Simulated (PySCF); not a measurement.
Consider `NO` (H3NO). Optimised structure (Å), atoms numbered from 1:
```
N    -0.4058    0.1510    0.2484
O     0.7880   -0.2585   -0.3865
H    -1.0525   -0.6275    0.1291
H    -0.7676    0.9115   -0.3255
H     1.4551   -0.1708    0.3002
```

Level of theory: ωB97X-D3(BJ)/def2-TZVP single points in PySCF, grid level 2; every species was optimised with PBE0-D3(BJ)/def2-SVPD. ωB97X-D3(BJ) is ωB97X-V with D3(BJ) in place of VV10. Thermal corrections: GFN2-xTB frequencies, unscaled, ideal gas at 298.15 K and 1 bar, quasi-RRHO entropy. These were taken at the GFN2-xTB minima.

(1) Rank these bonds by dissociation enthalpy, weakest first.
A. N1–O2
B. N1–H
C. O2–H

(2) For N1–H, what are ΔE (electronic) and ΔG(298 K) of the homolysis?

Results:

(1) A (269 kJ/mol), C (302 kJ/mol), B (342 kJ/mol).

(2) ΔE = 369 and ΔG = 309 kJ/mol, beside ΔH = 342 kJ/mol. The radicals are `[NH]O` and H•.
